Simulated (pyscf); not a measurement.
Thermochemistry of product channels of H₂N–SiH₂–Cl (SMILES N[SiH2]Cl) + F• (SMILES [F]) on the doublet surface, in eV, from ωB97M-D3(BJ)/def2-TZVP energies (ideal gas, 1 atm, RRHO with modes under 100 cm⁻¹ raised to 100, one conformer, R ln 2 for chiral ones without a mode under 150 cm⁻¹). Optimised with ωB97X-D3(BJ)/def2-SVP in PySCF.

```tsv
products	ΔE	ΔH(298 K)	ΔG(298 K)	ΔG(900 K)
•HN–SiH₂–Cl (SMILES [NH][SiH2]Cl) + HF (SMILES F)	-0.81	-0.92	-1.00	-1.18
H₂N–SiH•–Cl (SMILES N[SiH]Cl) + HF (SMILES F)	-1.69	-1.68	-1.78	-2.00
NH (SMILES [NH]) [triplet] + •H₂Si–Cl (SMILES [SiH2]Cl) + HF (SMILES F)	+3.23	+2.99	+2.46	+1.38
NH₂• (SMILES [NH2]) + F–SiH₂–Cl (SMILES F[SiH2]Cl)	-1.80	-1.90	-1.99	-2.15
•HN–SiH(F)–Cl (SMILES [NH][SiH](F)Cl) + H₂ (SMILES [H][H])	-2.12	-2.32	-2.34	-2.42
H₂N–Si•(F)–Cl (SMILES N[Si](F)Cl) + H₂ (SMILES [H][H])	-2.97	-3.06	-3.09	-3.19
```

These are energies of the channels, which say nothing of barriers. Left out: orbital degeneracy and the spin-orbit lowering of F.
